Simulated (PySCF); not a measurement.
**One molecule, a ladder of functionals, a line**

Molecule: SMILES Fc1cccs1, C₄H₃FS.

Structure with atom numbers: `[F:1][c:2]1[cH:3][cH:4][cH:5][s:6]1`; H(Xn) means a hydrogen on atom n.

GIAO shieldings (ppm, equivalent atoms averaged) in PySCF on the PBE0-D3(BJ)/def2-SVP geometry, basis pcSseg-2, gas phase, non-relativistic:

| functional | exact exchange (%) | σ(F1) |
| --- | --- | --- |
| BLYP | 0 | 291.3 |
| BP86 | 0 | 290.9 |
| PBE | 0 | 289.5 |
| B3LYP | 20 | 306.8 |
| mPW1PW91 | 25 | 308.4 |
| BHandHLYP | 50 | 326.9 |
| HF | 100 | 352.5 |

Task: Fit each shielding as a line in the percentage of exact exchange.

Result: σ(F1) = 291.9 + 0.63 x (rms 2.1 ppm). The functionals also differ in their semilocal parts, which the line can't hold; Hartree–Fock has no correlation at all.

Task: What does the line predict for PBE0 (25 %), and what does the run give?

Result: σ(F1): 307.6 predicted, 308.3 computed ppm.
